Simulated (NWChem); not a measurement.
**Dipole moment of ClNa**

```xyz
2

Na     0.0000     0.0000    -1.4209
Cl     0.0000     0.0000     0.9194
```
Charge 0, spin multiplicity 1.

Program: NWChem. Structure: optimised with B3LYP/def2-SVP, a minimum by its harmonic frequencies.

Basis set: Sadlej pVTZ. The CCSD dipole comes from the Λ equations, without orbital relaxation.

```tsv
method	dipole moment (D)	difference from CCSD
HF	9.19	+0.20
PBE	8.46	-0.53
BHandHLYP	8.88	-0.11
B3LYP	8.65	-0.34
CCSD	8.99	0.00
```

The values span 0.73 D, from PBE (lowest) to HF (highest). 

The correlated methods keep 6 core orbitals frozen. B3LYP has NWChem's definition, with VWN1-RPA local correlation. The structure started from a generated list of species. No row is a measurement; the coupled-cluster row has its own basis-set and correlation limits.
